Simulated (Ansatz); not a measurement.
Relaxation of C$_{2}$H$_{3}$O$_{2}$ (7 atoms, charge 1, multiplicity 1), to a largest force component of 0.015 eV/Å in at most 40 steps.

The calculation used RKS B3LYP-D4/def2-TZVP in Ansatz 0.2.0.

```xyz
7
Properties=species:S:1:pos:R:3
O -1.881 -0.330 -1.129
C -0.843 -0.153 -0.440
C 0.117 0.199 0.197
O 1.094 0.365 1.153
H -1.760 -0.687 -2.022
H 1.710 1.082 0.885
H 1.563 -0.475 1.355
```

Problem. Where does it end, and by what steps?

Solution. The forces met the threshold. Limits of this set-up: the dipole of an ion depends on the origin. After 11 steps the energy has fallen by 0.069 eV; C3 moved furthest, 0.22 Å.

```
step  energy less start (eV)  largest force component (eV/Å)  accepted
   0                  0.0000                           1.386       yes
   1                 -0.0244                           0.663       yes
   2                 -0.0397                           0.685       yes
   3                 -0.0363                           0.857        no
   4                 -0.0576                           0.141       yes
   5                 -0.0627                           0.231       yes
   6                 -0.0647                           0.166       yes
   7                 -0.0673                           0.143       yes
   8                 -0.0641                           0.130        no
   9                 -0.0687                           0.075       yes
  10                 -0.0688                           0.017       yes
  11                 -0.0689                           0.013       yes
```

```xyz
7
Properties=species:S:1:pos:R:3
O -1.888 -0.403 -1.082
C -0.824 -0.092 -0.463
C 0.109 0.404 0.121
O 1.098 0.341 1.075
H -1.740 -0.767 -1.973
H 1.764 1.059 1.039
H 1.481 -0.541 1.282
```

The run took 27 s on 2 threads of Arm Neoverse V1 (shared host), peak memory 0.22 GiB.
